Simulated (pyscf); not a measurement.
# Four-centre exchange: F–Si:–F [singlet] + SiH₄ → HF + F–Si:–SiH₃ [singlet]

Gas phase, singlet surface, charge 0. Bonds broken: F1–Si2, Si4–H5. Bonds formed: F1–H5, Si2–Si4. Single points on ωB97X-D3(BJ)/def2-SVP structures (PySCF, gas phase). Correlated levels are frozen-core, on RHF or UHF. ΔMP2 is the change of the MP2 total energy from the triple- to the quadruple-zeta basis.

Transition state (Å):

```xyz
8

F      0.9667    -0.4246     0.8307
Si    -0.9770    -0.4379     1.1281
F     -1.1049    -2.0003     0.6517
Si    -0.9849     0.5134    -1.2460
H      0.4368    -0.0735    -0.0711
H     -1.0354     2.0042    -1.2092
H     -2.3851    -0.0026    -1.3561
H     -0.2388     0.0593    -2.4609
```

One imaginary mode, 926i cm⁻¹; descent along it reached the two sides named, in the forms told below.

```
bond     change  reactant side (Å)  saddle  product side
-------  ------  -----------------  ------  ------------
F1–Si2   breaks              1.631   1.966         2.310
Si4–H5   breaks              1.495   1.935           2.7
F1–H5     forms                2.9   1.103         0.937
Si2–Si4   forms                3.5   2.558         2.416
```

Electronic energies relative to the separated reactants (kcal/mol):

```csv
level,barrier,reaction energy,reverse barrier
ωB97X-D3(BJ)/def2-TZVP,53.3,+50.9,2.4
PBE/def2-TZVP,46.0,+51.0,-4.9
r²SCAN/def2-TZVP,50.4,+54.7,-4.3
B3LYP-D3(BJ)/def2-TZVP,55.5,+54.4,1.1
PBE0-D3(BJ)/def2-TZVP,49.3,+50.4,-1.1
M06-2X/def2-TZVP,57.9,+55.5,2.4
ωB97M-D3(BJ)/def2-TZVP,57.8,+56.5,1.3
HF/def2-TZVP,80.2,+58.6,21.6
MP2/def2-QZVPP,59.1,+55.2,3.9
CCSD/def2-TZVPP,63.3,+53.6,9.6
CCSD(T)/def2-TZVPP,59.7,+53.2,6.5
CCSD(T)/def2-TZVPP + ΔMP2(QZVPP),59.1,+52.9,6.3
```

With CCSD(T)/def2-TZVPP + ΔMP2(QZVPP) energies and thermal terms (ideal gas, 1 atm, RRHO with modes under 100 cm⁻¹ raised to 100, one conformer, R ln 2 for chiral ones without a mode under 150 cm⁻¹), in kcal/mol:

```csv
T (K),ΔH‡,ΔG‡,ΔH,ΔG
298,58.2,67.4,+53.7,+52.4
600,59.1,76.3,+54.7,+50.7
900,59.9,84.8,+55.3,+48.5
1200,60.7,93.0,+55.6,+46.2
```

On the product side the descent ends in a complex, 7.5 kcal/mol under the separated species and 9.9 kcal/mol under the saddle at ωB97X-D3(BJ)/def2-TZVP. At PBE, r²SCAN, PBE0-D3(BJ) the saddle lies under the separated products, which points to a path from their complex (located at ωB97X-D3(BJ) alone), and parting the products costs more than the saddle. At the saddle there is also a short H–Si contact that neither side keeps. The same reactants have a lower exit, to F–SiH₃ + F–SiH: [singlet] (barrier +26.2 kcal/mol at ωB97M-D3(BJ)/def2-TZVP, against +57.8 kcal/mol here). One saddle was located; it need not be the lowest between these sides. The CCSD(T) − MP2 part came from Ansatz, without density fitting, on the same reference.
